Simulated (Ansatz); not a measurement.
The standard entropy of C2F2 (SMILES FC#CF) from a frequency calculation

A linear singlet with charge 0, relaxed at wB97X-V/def2-TZVP (Ansatz 0.2.0):

```xyz
4

F    -0.1370    0.1286    1.8609
C    -0.0337    0.0302    0.5829
C     0.0614   -0.0604   -0.5931
F     0.1647   -0.1588   -1.8711
```

Harmonic wavenumbers in cm⁻¹: 293, 293, 374, 374, 808, 1382, 2584.

Masses in u: F 18.998, C 12.011. Take T = 298.15 K, p = 1 bar, R = 8.3145 J/(mol K), kT/hc = 207.22 cm⁻¹, rigid rotor and harmonic oscillator.

Task: Compute the standard molar entropy.

Result: 
1. Translation (Sackur–Tetrode): S = R[3/2 ln M + 5/2 ln T − 1.1517] with M = 62.018 gives 160.3 J/(mol K).
2. Rotation: the moment of inertia is 142.359 u Å², so B = 16.8576/I = 0.1184 cm⁻¹; σ = 2; q = kT/(σhcB) = 875.1; S = R(ln q + 1) = 64.6.
3. Vibration: with u = ν̃/207.22, each mode gives R[u/(eᵘ − 1) − ln(1 − e⁻ᵘ)]; the sum is 22.0, most from 293 cm⁻¹ (6.1), 293 cm⁻¹ (6.1), 374 cm⁻¹ (4.4).
4. Electronic: R ln 1 = 0.0, from the spin multiplicity alone.
5. Sum: 160.3 + 64.6 + 22.0 + 0.0 = 246.9 J/(mol K).

No measured value is set beside it here.
